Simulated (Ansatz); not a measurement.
Reaction: CH3BF2 (difluoro(methyl)borane, SMILES CB(F)F) → BF2 (SMILES F[B]F, doublet) + CH3 (SMILES [CH3], doublet) (the B-C bond breaks)
Each species at its own B3LYP-D3(BJ)/def2-TZVP minimum (Ansatz, a quantum-chemistry and plane-wave program).

Wanted: bond dissociation energy (electronic), in kcal/mol. Open shells are spin-unrestricted; no spin-orbit coupling. CBS(X,Y): correlation extrapolated as X^-3, Hartree-Fock from the larger set (Q,5: extrapolated as (X+1)exp(-9√X)). A bracket is a step between two methods taken in the basis named. The functionals are non-relativistic, so their misses hold any scalar relativity. 'core' is core correlation in cc-pwCVTZ, 'X2C' scalar relativity in cc-pVTZ-DK, both at CCSD(T).

CCSD(T)/CBS(cc-pVQZ,cc-pV5Z) + [CCSDT(Q) - CCSD(T)]/cc-pVDZ + core + X2C (Ansatz) gives 114.1 kcal/mol.

Task: How far off this value is PBE/def2-TZVPD (Ansatz), in which direction, and which of these levels come nearer: B3LYP/def2-TZVPD, PBE0/def2-TZVPD, wB97M-V/def2-TZVPD, CCSD(T)/CBS(cc-pVQZ,cc-pV5Z) + core + X2C?

Result: PBE gives 110.2 kcal/mol, 3.9 kcal/mol below it. Differences of the others: B3LYP/def2-TZVPD (Ansatz) -5.8; PBE0/def2-TZVPD (Ansatz) -3.4; wB97M-V/def2-TZVPD (Ansatz) 1.9; CCSD(T)/CBS(cc-pVQZ,cc-pV5Z) + core + X2C (Ansatz) 0.1 kcal/mol. Nearer than PBE: PBE0/def2-TZVPD, wB97M-V/def2-TZVPD, CCSD(T)/CBS(cc-pVQZ,cc-pV5Z) + core + X2C.
